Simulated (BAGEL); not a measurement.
**CH5BO (SMILES CBO), step by step**

Wanted: the energy (HF/6-31G*), then the energy (NEVPT2(2,2)/6-31G*), then the energy (CASPT2(2,2)/6-31G*) of CH5BO. 

The calculation is run with BAGEL 1.2.2.

2 further runs of the same task are left out: 2 set aside as unsound or not needed.

### Step 1. The structure to begin with

CH5BO has 8 atoms, charge 0, and is taken as a singlet. As SMILES, `CBO`. The C1–B2 distance was set to 2.961 Å, away from the relaxed value. At this shape a bond of the SMILES string is far longer than usual.

Bond lengths: B2–O3 1.357 Å, C1–H4 1.092 Å, C1–H5 1.096 Å, C1–H6 1.096 Å, B2–H7 1.207 Å, O3–H8 0.960 Å. Angles: B2–O3–H8 113.1°, O3–B2–H7 118.7°, H4–C1–H5 108.7°, H4–C1–H6 108.7°, H5–C1–H6 105.3°.

### Step 2. A single-point energy at HF/6-31G(d) (density fitting with svp-jkfit, spherical functions) (run 1)

Contents of hf.json:

```json
{ "bagel": [

{
  "title": "molecule",
  "basis": "6-31gs.json",
  "df_basis": "svp-jkfit",
  "angstrom": true,
  "geometry": [
    { "atom": "C", "xyz": [   -1.633284,    1.565680,   -0.778931 ] },
    { "atom": "B", "xyz": [    0.508800,   -0.240100,    0.180200 ] },
    { "atom": "O", "xyz": [    0.240700,   -1.558300,    0.355600 ] },
    { "atom": "H", "xyz": [   -2.582984,    1.056580,   -0.953731 ] },
    { "atom": "H", "xyz": [   -1.323184,    2.060480,   -1.706231 ] },
    { "atom": "H", "xyz": [   -1.795184,    2.375480,   -0.058631 ] },
    { "atom": "H", "xyz": [    1.620500,    0.163100,    0.420800 ] },
    { "atom": "H", "xyz": [    0.998200,   -2.058400,    0.667700 ] }
  ]
},
{
  "title": "hf"
},
{
  "title": "print",
  "file": "orbitals.molden",
  "orbitals": true
}

]}
```

The basis set 6-31G* is read from a file made from the Basis Set Exchange's data (not shown).

The run is started by

```
$ BAGEL_NUM_THREADS=1 BAGEL hf.json > hf.out
```

Output:

```text
* using 1 threads per process

  ===============================================================
  ===============================================================

  *** Geometry ***

  { "atom" : "C", "xyz" : [     -3.086459,      2.958706,     -1.471966 ] },
  { "atom" : "B", "xyz" : [      0.961493,     -0.453723,      0.340529 ] },
  { "atom" : "O", "xyz" : [      0.454857,     -2.944760,      0.671987 ] },
  { "atom" : "H", "xyz" : [     -4.881132,      1.996647,     -1.802290 ] },
  { "atom" : "H", "xyz" : [     -2.500455,      3.893743,     -3.224309 ] },
  { "atom" : "H", "xyz" : [     -3.392406,      4.489007,     -0.110797 ] },
  { "atom" : "H", "xyz" : [      3.062301,      0.308214,      0.795197 ] },
  { "atom" : "H", "xyz" : [      1.886325,     -3.889812,      1.261770 ] },

  Number of auxiliary basis functions:      317

  Since a DF basis is specified, we compute 2- and 3-index integrals:
    o Being stored without compression. Storage requirement is 0.007 GB

  Number of basis functions:       52
  Number of electrons      :       24

    * METHOD: MOLECULE                             0.05

  *** RHF ***

  === Nuclear Repulsion ===
    54.7443780139

      * DIIS with orbital gradients will be used.

  === RHF iteration (6-31gs.json) ===
      0       -139.92181519          0.03273611           0.01
      1       -140.06376092          0.02354501           0.01
      2       -140.17403109          0.00289724           0.01
      3       -140.17762781          0.00102016           0.01
      4       -140.17797444          0.00030280           0.01
      5       -140.17802451          0.00014595           0.01
      6       -140.17803325          0.00003643           0.00
      7       -140.17803417          0.00000716           0.01
      8       -140.17803420          0.00000268           0.00
      9       -140.17803420          0.00000122           0.01
     10       -140.17803420          0.00000018           0.00
     11       -140.17803420          0.00000009           0.01
     12       -140.17803420          0.00000002           0.01
     13       -140.17803420          0.00000001           0.00
    * SCF iteration converged.

    * Permanent dipole moment:
           (   -0.957866,     0.526951,    -0.374923) a.u.

    * METHOD: HF                                   0.11

    * METHOD: PRINT                                0.00

  ===============================================================
```

It took 0.32 s on 1 thread of AMD EPYC 9R45 (Zen 5), shared host; peak memory 0.14 GiB.

### Step 3. The energy at NEVPT2(2,2)/6-31G(d) (density fitting with svp-jkfit, spherical functions) (run 2)

Contents of input.json:

```json
{ "bagel": [

{
  "title": "molecule",
  "basis": "6-31gs.json",
  "df_basis": "svp-jkfit",
  "angstrom": "true",
  "geometry": [
    { "atom": "C", "xyz": [   -1.633284,    1.565680,   -0.778931 ] },
    { "atom": "B", "xyz": [    0.508800,   -0.240100,    0.180200 ] },
    { "atom": "O", "xyz": [    0.240700,   -1.558300,    0.355600 ] },
    { "atom": "H", "xyz": [   -2.582984,    1.056580,   -0.953731 ] },
    { "atom": "H", "xyz": [   -1.323184,    2.060480,   -1.706231 ] },
    { "atom": "H", "xyz": [   -1.795184,    2.375480,   -0.058631 ] },
    { "atom": "H", "xyz": [    1.620500,    0.163100,    0.420800 ] },
    { "atom": "H", "xyz": [    0.998200,   -2.058400,    0.667700 ] }
  ]
},
{
  "title": "hf"
},
{
  "title": "casscf",
  "nstate": 1,
  "nact": 2,
  "nclosed": 11,
  "active": [12, 13],
  "maxiter": 200,
  "natocc": "true"
},
{
  "title": "nevpt2",
  "nstate": 1,
  "nact": 2,
  "nclosed": 11,
  "active": [12, 13],
  "maxiter": 200,
  "natocc": "true",
  "ncore": 3
},
{
  "title": "print",
  "file": "orbitals.molden",
  "orbitals": "true"
}

]}
```

The basis set 6-31G* is read from a file made from the Basis Set Exchange's data (not shown).

The run is started by

```
$ BAGEL_NUM_THREADS=1 BAGEL input.json > input.out
```

Output:

```text
* using 1 threads per process

  ===============================================================
  ===============================================================

  *** Geometry ***

  { "atom" : "C", "xyz" : [     -3.086459,      2.958706,     -1.471966 ] },
  { "atom" : "B", "xyz" : [      0.961493,     -0.453723,      0.340529 ] },
  { "atom" : "O", "xyz" : [      0.454857,     -2.944760,      0.671987 ] },
[... 4 lines of this table left out ...]
  { "atom" : "H", "xyz" : [      1.886325,     -3.889812,      1.261770 ] },

  Number of auxiliary basis functions:      317

  Since a DF basis is specified, we compute 2- and 3-index integrals:
    o Being stored without compression. Storage requirement is 0.007 GB

[... 18 lines left out ...]
    * SCF iteration converged.
[... 1 line left out ...]
    * Permanent dipole moment:
[... 27 lines left out ...]
    * Second-order optimization converged. *
[... 1 line left out ...]
     guess   0:   closed 1.                   open ..

  === FCI iteration ===

      0  0      -140.17109268     8.18e-02      0.00
      1  0      -140.24228718     1.27e-02      0.00
      2  0 *    -140.24407041     1.88e-16      0.00

     * ci vector, state   0, <S^2> = 0.0000
       2.     0.9128052313
       .2    -0.4083951638

    * METHOD: CASSCF                               0.26

    * freezing 3 orbitals

  === DF-NEVPT2 calculation ===

    * 3-index integral transformation done
    * assembly done

      NEVPT2 correlation energy:   -0.3510563276      0.03

          (+0)     -0.2935306424
          (+0)'    -0.0126557811
          (+1)     -0.0099366620
          (+1)'    -0.0000000000
          (+2)     -0.0002701892
          (-1)     -0.0335224536
          (-1)'     0.0000000000
          (-2)     -0.0011405994

      NEVPT2 total energy:       -140.5951267400

    * METHOD: NEVPT2                               0.04

    * METHOD: PRINT                                0.00

  ===============================================================
```

Run time: 0.62 s. Hardware: 1 thread of AMD EPYC 9R45 (Zen 5), shared host; peak memory 0.14 GiB.

### Step 4. The energy at CASPT2(2,2)/6-31G(d) (density fitting with svp-jkfit, spherical functions) (run 3)

Contents of input.json:

```json
{ "bagel" : [

{
  "title" : "molecule",
  "basis" : "6-31gs.json",
  "df_basis" : "svp-jkfit",
  "angstrom" : true,
  "geometry" : [
    { "atom" : "C", "xyz" : [      -1.633284,       1.565680,      -0.778931 ] },
    { "atom" : "B", "xyz" : [       0.508800,      -0.240100,       0.180200 ] },
    { "atom" : "O", "xyz" : [       0.240700,      -1.558300,       0.355600 ] },
    { "atom" : "H", "xyz" : [      -2.582984,       1.056580,      -0.953731 ] },
    { "atom" : "H", "xyz" : [      -1.323184,       2.060480,      -1.706231 ] },
    { "atom" : "H", "xyz" : [      -1.795184,       2.375480,      -0.058631 ] },
    { "atom" : "H", "xyz" : [       1.620500,       0.163100,       0.420800 ] },
    { "atom" : "H", "xyz" : [       0.998200,      -2.058400,       0.667700 ] }
  ]
},

{
  "title" : "hf",
  "charge" : 0
},

{
  "title" : "casscf",
  "nstate" : 1,
  "nact" : 2,
  "nclosed" : 11,
  "charge" : 0,
  "active" : [12, 13],
  "maxiter" : 200,
  "natocc" : true
},

{
  "title" : "print",
  "file" : "orbitals.molden",
  "orbitals" : true
},

{
  "title" : "smith",
  "method" : "caspt2",
  "ms" : true,
  "xms" : true,
  "sssr" : true,
  "shift" : 0.2,
  "shift_imag" : true,
  "ncore" : 3
}

]}
```

The basis set 6-31G* is read from a file made from the Basis Set Exchange's data (not shown).

The run is started by

```
$ BAGEL_NUM_THREADS=1 BAGEL input.json > input.out
```

Output:

```text
* using 1 threads per process

  ===============================================================
  ===============================================================

  *** Geometry ***

  { "atom" : "C", "xyz" : [     -3.086459,      2.958706,     -1.471966 ] },
  { "atom" : "B", "xyz" : [      0.961493,     -0.453723,      0.340529 ] },
  { "atom" : "O", "xyz" : [      0.454857,     -2.944760,      0.671987 ] },
[... 4 lines of this table left out ...]
  { "atom" : "H", "xyz" : [      1.886325,     -3.889812,      1.261770 ] },

  Number of auxiliary basis functions:      317

  Since a DF basis is specified, we compute 2- and 3-index integrals:
    o Being stored without compression. Storage requirement is 0.007 GB

[... 18 lines left out ...]
    * SCF iteration converged.
[... 1 line left out ...]
    * Permanent dipole moment:
[... 27 lines left out ...]
    * Second-order optimization converged. *
[... 9 lines left out ...]
     * ci vector, state   0, <S^2> = 0.0000
[... 16 lines left out ...]
    * Zeroth order energy : state  0       -0.3937242653
[... 4 lines left out ...]
       #      aibj      arbs      arbi      airj      risj      airs      arst      rist         Etot      error   time
[... 2 lines left out ...]
       0  -0.29267  -0.00151  -0.03556  -0.01079  -0.00041  -0.01265  -0.00000  -0.00000   -0.3535943  0.0009176   0.01
       1  -0.29270  -0.00152  -0.03561  -0.01081  -0.00042  -0.01274  -0.00000  -0.00000   -0.3537910  0.0000879   0.01
       2  -0.29270  -0.00152  -0.03561  -0.01081  -0.00042  -0.01274  -0.00000  -0.00000   -0.3537930  0.0000100   0.01
       3  -0.29270  -0.00152  -0.03561  -0.01081  -0.00042  -0.01274   0.00000   0.00000   -0.3537930  0.0000012   0.01
       4  -0.29270  -0.00152  -0.03561  -0.01081  -0.00042  -0.01274   0.00000  -0.00000   -0.3537930  0.0000001   0.01

      ------------------------------------------------------------------------------------------------------------------

    * CASPT2 energy : state  0     -140.5996040231
        w/o shift correction       -140.5978634331
        reference weight              0.8980470812

    * METHOD: SMITH                                0.07

  ===============================================================
```

Run time: 0.66 s. Hardware: 1 thread of AMD EPYC 9R45 (Zen 5), shared host; peak memory 0.14 GiB.

### Step 5. Results

```
                               quantity          value
         run 1, HF/6-31G*: total energy  -140.17803 Eh
        run 1, HF/6-31G*: dipole moment         2.94 D
          run 1, HF/6-31G*: HOMO energy       -7.62 eV
          run 1, HF/6-31G*: LUMO energy        2.15 eV
        run 1, HF/6-31G*: HOMO–LUMO gap        9.77 eV
run 2, NEVPT2(2,2)/6-31G*: total energy  -140.59513 Eh
run 3, CASPT2(2,2)/6-31G*: total energy  -140.59960 Eh
```
